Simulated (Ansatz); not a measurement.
`CCC(C)(C)CC` and `CCC(C)(C)S` differ in one atom or group.

Ansatz, PBE0-D4/def2-TZVP geometries, multiplicity 1. Each molecule was computed in one conformer, which needn't be the lowest.

| property | `CCC(C)(C)CC` |
| --- | --- |
| size of the dipole moment (B3LYP/def2-TZVPP) / D | 0.05 |
| LUMO energy (ωB97M-V/def2-TZVPP) / eV | 2.50 |
| HOMO–LUMO gap (PBE0/def2-TZVPP) / eV | 9.55 |
| HOMO–LUMO gap (B3LYP/def2-TZVPP) / eV | 9.06 |
| LUMO energy (B3LYP/def2-TZVPP) / eV | 0.75 |
| LUMO energy (PBE/def2-TZVPP) / eV | 0.28 |

Task: Give the same properties after the change, and the shifts. (An estimate is asked.)

Result: Computed: 
| property | `CCC(C)(C)S` | shift |
| --- | --- | --- |
| size of the dipole moment (B3LYP/def2-TZVPP) / D | 1.64 | 1.59 |
| LUMO energy (ωB97M-V/def2-TZVPP) / eV | 2.27 | -0.23 |
| HOMO–LUMO gap (PBE0/def2-TZVPP) / eV | 7.32 | -2.23 |
| HOMO–LUMO gap (B3LYP/def2-TZVPP) / eV | 6.81 | -2.25 |
| LUMO energy (B3LYP/def2-TZVPP) / eV | 0.34 | -0.41 |
| LUMO energy (PBE/def2-TZVPP) / eV | -0.32 | -0.60 |

With PBE0 the HOMO rises by 1.78 eV and the LUMO falls by 0.45 eV, so the gap narrows by about 2.23 eV. PBE moves the HOMO by 1.69 eV and ωB97M-V by 1.80 eV.

B3LYP here is the variant with VWN-RPA as its local correlation; programs differ in this.
